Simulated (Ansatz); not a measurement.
# triplet Si2H5Cl: levels of theory compared

Wanted: a comparison of 6 runs (UB3LYP/6-31G*, U-r2SCAN/cc-pVDZ, U-wB97X/cc-pVDZ, UBHLYP/cc-pVDZ, UBLYP/cc-pVDZ, UPBE0/cc-pVDZ) of triplet Si2H5Cl. 

The calculation is run with Ansatz 0.2.0.

59 further runs of the same task are left out: 59 set aside as unsound or not needed.

## 1. The system as given

The species is Si2H5Cl (8 atoms), meant as a triplet with charge 0. As SMILES of the parent species, `[SiH3][SiH2]Cl`. The coordinates come from a PBE0-D4/def2-TZVP relaxation. That shape belongs to the parent species and isn't relaxed for this state.

Bond lengths: Si1–Si2 2.338 Å, Si2–Cl3 2.065 Å, Si1–H4 1.488 Å, Si1–H5 1.486 Å, Si1–H6 1.486 Å, Si2–H7 1.485 Å, Si2–H8 1.485 Å. Some angles: Si1–Si2–Cl3 108.7°, Si1–Si2–H7 111.9°, Si1–Si2–H8 111.8°, Cl3–Si2–H7 107.7°, Cl3–Si2–H8 107.7°, Si2–Si1–H4 109.6°, Si2–Si1–H5 109.6°, Si2–Si1–H6 109.6°, H7–Si2–H8 108.8°, H4–Si1–H5 109.3°.

## 2. A single-point energy at UB3LYP/6-31G(d) (Cartesian functions) (run 1)

The input, input.yaml:

```yaml
crystal:
  periodic: [false, false, false]
  atoms:
    - symbol: Si
      position_ang: [-0.706500, 0.881800, -0.390300]
    - symbol: Si
      position_ang: [0.573400, -0.938800, 0.325900]
    - symbol: Cl
      position_ang: [2.431600, -0.252900, 0.908000]
    - symbol: H
      position_ang: [-2.053000, 0.410100, -0.813000]
    - symbol: H
      position_ang: [-0.034300, 1.540700, -1.540000]
    - symbol: H
      position_ang: [-0.854500, 1.855700, 0.722100]
    - symbol: H
      position_ang: [-0.041800, -1.622800, 1.491400]
    - symbol: H
      position_ang: [0.777200, -1.930900, -0.759900]
basis:
  gaussian: {orbitals: "6-31G*"}
magnetization: {spin_polarized: true, initial_magnetization: 2}
hamiltonian: {xc: {name: B3LYP}}
accuracy: high
output: {orbitals: {seedname: orbitals}}
```

Started as:

```bash
$ ansatz run input.yaml --threads 1 --pin off --max-ram 3480MiB --events-out events.jsonl --progress --plain --runs-dir runs
```

Standard output:

```text
Warning: RAYON_NUM_THREADS=1 ignored (pool sized by the plan → 1); use --threads N
Functional definition: B3LYP
  name "B3LYP"
  parameter a0 = 0.2
  parameter ax = 0.72
  parameter ac = 0.81
  exchange = (1 - a0 - ax)*slater_x + ax*b88_x + a0*exact_x
  correlation = (1 - ac)*vwn_rpa_c + ac*lyp_c
1438 factors; integrals over basis functions are off by at most 4.2e-9 eV
mean field evaluation 1: about -28354.0069 eV, gradient 7.3e0 eV
mean field evaluation 2: about -28354.2400 eV, gradient 5.8e0 eV
mean field evaluation 4: about -28354.5185 eV, gradient 7.9e-1 eV
mean field evaluation 8: about -28354.6880 eV, gradient 1.9e-1 eV
mean field evaluation 16: about -28354.6885 eV, gradient 1.4e-3 eV
mean field evaluation 32: about -28353.9673 eV, gradient 5.1e0 eV
mean field -28354.68848355 eV, -1042.0155822722 hartree, gradient 5.9e-8 eV, S^2 2.002872; 4 other end points of the search recorded, 0 dependent functions left out
reference -28354.68852730 eV, -1042.0155838800 hartree; 26, 24 occupied and 41, 43 virtual orbitals, 1438 factors
Total energy: -28354.68852730 eV, -1042.0155838800 hartree
```

Run time: 16 s. Hardware: 1 thread of Arm Neoverse V1, shared host; peak memory 0.31 GiB.

## 3. A single-point energy at U-r2SCAN/cc-pVDZ (run 2)

The input, input.yaml:

```yaml
crystal:
  periodic: [false, false, false]
  atoms:
    - {symbol: Si, position_ang: [-0.706500, 0.881800, -0.390300]}
    - {symbol: Si, position_ang: [0.573400, -0.938800, 0.325900]}
    - {symbol: Cl, position_ang: [2.431600, -0.252900, 0.908000]}
    - {symbol: H, position_ang: [-2.053000, 0.410100, -0.813000]}
    - {symbol: H, position_ang: [-0.034300, 1.540700, -1.540000]}
    - {symbol: H, position_ang: [-0.854500, 1.855700, 0.722100]}
    - {symbol: H, position_ang: [-0.041800, -1.622800, 1.491400]}
    - {symbol: H, position_ang: [0.777200, -1.930900, -0.759900]}
basis:
  gaussian:
    orbitals: cc-pVDZ
magnetization:
  spin_polarized: true
  initial_magnetization: 2
hamiltonian:
  xc: r2scan
accuracy: high
output: {orbitals: {seedname: orbitals}}
```

Started as:

```bash
$ ansatz run input.yaml --threads 1 --pin off --max-ram 3480MiB --events-out events.jsonl --progress --plain --runs-dir runs
```

Standard output:

```text
Warning: RAYON_NUM_THREADS=1 ignored (pool sized by the plan → 1); use --threads N
Functional definition: r2SCAN
  name "r2SCAN"
  parameter k0 = 0.174
  parameter k1 = 0.065
  parameter a1 = 4.9479
  exchange = r2scan_x(k0 = k0, k1 = k1, a1 = a1)
  correlation = r2scan_c
1854 factors; integrals over basis functions are off by at most 3.8e-9 eV
mean field evaluation 1: about -28350.7863 eV, gradient 1.1e1 eV
mean field evaluation 2: about -28348.9613 eV, gradient 2.0e1 eV
mean field evaluation 4: about -28352.2833 eV, gradient 1.3e0 eV
mean field evaluation 8: about -28352.2868 eV, gradient 7.8e-2 eV
mean field evaluation 16: about -28352.2869 eV, gradient 1.4e-4 eV
mean field evaluation 32: about -28349.8784 eV, gradient 8.0e0 eV
mean field -28352.28687174 eV, -1041.9273246661 hartree, gradient 3.1e-8 eV, S^2 2.004867; 6 other end points of the search recorded, 0 dependent functions left out
reference -28352.28687409 eV, -1041.9273247524 hartree; 26, 24 occupied and 53, 55 virtual orbitals, 1854 factors
Total energy: -28352.28687409 eV, -1041.9273247524 hartree
```

Wall time 40 s (1 thread of Arm Neoverse V1, shared host); peak memory 0.42 GiB.

## 4. A single-point energy at U-wB97X/cc-pVDZ (run 3)

input.yaml, as its differences from that of step 3:

```diff
@@ -12,9 +12,5 @@
 basis:
-  gaussian:
-    orbitals: cc-pVDZ
-magnetization:
-  spin_polarized: true
-  initial_magnetization: 2
-hamiltonian:
-  xc: r2scan
+  gaussian: {orbitals: cc-pVDZ}
+magnetization: {spin_polarized: true, initial_magnetization: 2}
+hamiltonian: {xc: {name: wB97X}}
 accuracy: high
```

Started as:

```bash
$ ansatz run input.yaml --threads 1 --pin off --max-ram 3480MiB --events-out events.jsonl --progress --plain --runs-dir runs
```

Standard output (excerpt; [...] marks lines left out):

```text
Warning: RAYON_NUM_THREADS=1 ignored (pool sized by the plan → 1); use --threads N
Functional definition: wB97X
  name "wB97X"
[...]
      + exact_x_lr(omega)
[...]
      + integral(e_c_pw_opposite_spin*poly(b97_u_opposite, 1, cos1, cos2, cos3, cos4))
1854 factors; integrals over basis functions are off by at most 3.8e-9 eV
396 factors; integrals over basis functions are off by at most 2.0e-9 eV
[...]
mean field -28353.86081942 eV, -1041.9851661764 hartree, gradient 7.6e-8 eV, S^2 2.005686; 6 other end points of the search recorded, 0 dependent functions left out
reference -28353.86081661 eV, -1041.9851660734 hartree; 26, 24 occupied and 53, 55 virtual orbitals, 1854 factors
Total energy: -28353.86081661 eV, -1041.9851660734 hartree
```

Wall time 97 s (1 thread of Arm Neoverse V1, shared host); peak memory 0.82 GiB.

Runs 4 to 5 aren't shown in full; the table further down has their settings and results.

## 5. A single-point energy at UPBE0/cc-pVDZ (run 6)

The input, in.yaml:

```yaml
crystal:
  periodic: [false, false, false]
  atoms:
    - {symbol: Si, position_ang: [-0.706500, 0.881800, -0.390300]}
    - {symbol: Si, position_ang: [0.573400, -0.938800, 0.325900]}
    - {symbol: Cl, position_ang: [2.431600, -0.252900, 0.908000]}
    - {symbol: H, position_ang: [-2.053000, 0.410100, -0.813000]}
    - {symbol: H, position_ang: [-0.034300, 1.540700, -1.540000]}
    - {symbol: H, position_ang: [-0.854500, 1.855700, 0.722100]}
    - {symbol: H, position_ang: [-0.041800, -1.622800, 1.491400]}
    - {symbol: H, position_ang: [0.777200, -1.930900, -0.759900]}
basis:
  gaussian:
    orbitals: cc-pVDZ
magnetization:
  spin_polarized: true
  initial_magnetization: 2
hamiltonian:
  xc: pbe0
accuracy: high
output:
  orbitals: {seedname: orbitals}
```

Started as:

```bash
$ ansatz run in.yaml --threads 1 --pin off --max-ram 3480MiB --events-out events.jsonl --progress --plain --runs-dir runs
```

Standard output:

```text
Warning: RAYON_NUM_THREADS=1 ignored (pool sized by the plan → 1); use --threads N
Functional definition: PBE0
  name "PBE0"
  parameter a = 0.25
  parameter kappa = 0.804
  parameter beta = 0.06672455060314922
  exchange = (1 - a)*pbe_x(kappa = kappa, mu = beta*pi^2/3) + a*exact_x
  correlation = pbe_c(beta = beta)
1854 factors; integrals over basis functions are off by at most 3.8e-9 eV
mean field evaluation 1: about -28343.0466 eV, gradient 6.8e0 eV
mean field evaluation 2: about -28343.2196 eV, gradient 6.4e0 eV
mean field evaluation 4: about -28343.5407 eV, gradient 7.6e-1 eV
mean field evaluation 8: about -28343.7100 eV, gradient 2.5e-1 eV
mean field evaluation 16: about -28343.7114 eV, gradient 2.1e-3 eV
mean field evaluation 32: about -28343.7114 eV, gradient 2.0e-7 eV
mean field -28343.71141411 eV, -1041.6121824110 hartree, gradient 9.4e-8 eV, S^2 2.003960; 4 other end points of the search recorded, 0 dependent functions left out
reference -28343.71141685 eV, -1041.6121825117 hartree; 26, 24 occupied and 53, 55 virtual orbitals, 1854 factors
Total energy: -28343.71141685 eV, -1041.6121825117 hartree
```

Wall time 22 s (1 thread of Arm Neoverse V1, shared host); peak memory 0.4 GiB.

## 6. All runs side by side

| run | level | Cartesian functions | energy (Eh) | HOMO energy (eV) | ⟨S²⟩ | wall time |
| --- | --- | --- | --- | --- | --- | --- |
| 1 | UB3LYP/6-31G* (Cartesian functions) | yes | -1042.015584 | -2.35 | 2.003 | 16 s |
| 2 | U-r2SCAN/cc-pVDZ | no | -1041.927325 | -1.96 | 2.005 | 40 s |
| 3 | U-wB97X/cc-pVDZ | no | -1041.985166 | -4.45 | 2.006 | 97 s |
| 4 | UBHLYP/cc-pVDZ | no | -1041.995002 | -3.14 | 2.006 | 17 s |
| 5 | UBLYP/cc-pVDZ | no | -1041.984275 | -1.47 | 2.002 | 16 s |
| 6 | UPBE0/cc-pVDZ | no | -1041.612183 | -2.59 | 2.004 | 22 s |

## 7. Outcome

| quantity | value |
| --- | --- |
| run 6: total energy | -1041.61218 Eh |
| run 6: HOMO energy (highest over α and β) | -2.59 eV |
| run 6: ⟨S²⟩ | 2.004 |

What this shows: Totals of different functionals can't be ranked against each other. All runs together took 3.5 min, the longest 97 s.
